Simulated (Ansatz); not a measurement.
InSe (R3m, No. 160): bulk modulus by level of theory

No measured value is used here.

```tsv
level (code)	value (GPa)	cell (Å³/atom)
LDA (Ansatz)	28.7	27.79
PBEsol (Ansatz)	16.1	29.33
r²SCAN (Ansatz)	14.4	30.77
```

LDA, PBEsol, r²SCAN: the bulk modulus is −V dP/dV from two relaxed cells at ±2 % in volume. LDA: LDA has no dispersion term either, though it tends to give short spacings of layers, chains or molecules. PBEsol, r²SCAN: the cell comes from a level without a dispersion term, which matters for the spacing of layers, chains or molecules. r²SCAN: for a layered or molecular solid the relaxed cell lies over 5 % above the published volume, where the minimum can be shallow. Each level is taken at its own relaxed cell. Cutoffs differ between the levels. Ansatz's density-functional and Hartree–Fock values are scalar-relativistic unless marked +SOC, with PAW data made under PBE.

Ansatz is an electronic-structure program.
